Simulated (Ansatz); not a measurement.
## Mg2Cl: from a trial structure to a relaxed crystal

Computed with DFT PBE, scalar-relativistic, plane waves, PAW (Ansatz). Cutoff 420 eV, Γ-centred k mesh, Gaussian smearing, no spin polarisation in the final step.

This is the end of a relaxation of cell and atoms.

```
Mg Cl
1.0
    -1.68412    1.68412    5.87380
     1.68412   -1.68412    5.87380
     1.68412    1.68412   -5.87380
Mg Cl
2 1
Direct
  0.33179 0.33179 0.00000
  0.66821 0.66821 0.00000
  0.00000 0.00000 0.00000
```

The zero of energy is the elements' standard structures at the same level (Cl₂ as a molecule); no fitted shifts are applied.

Problem. What space group does it have?

Solution. I4/mmm (No. 139). Conventional cell: a = 3.368 Å, c = 11.748 Å. Around Mg lie 4 Mg at 3.06 Å, 4 Cl at 3.09 Å, 4 Mg at 3.37 Å, 1 Cl at 3.90 Å and 1 Mg at 3.95 Å; around Cl lie 8 Mg at 3.09 Å, 4 Cl at 3.37 Å and 2 Mg at 3.90 Å.

Problem. What is its formation energy per atom?

Solution. -0.54 eV/atom.

Problem. Is it a metal?

Solution. Yes, bands cross the Fermi level on the 20×20×20 mesh.

The final run used a 20×20×20 mesh on its 3-atom cell and 0.10 eV smearing. For metals, differences of a few meV/atom aren't resolved. The cell came from a trial start, so Mg2Cl may not exist in this structure.

Cost: 3 runs of about 3.2 core-minutes in all, on Arm Neoverse V1 (shared hosts).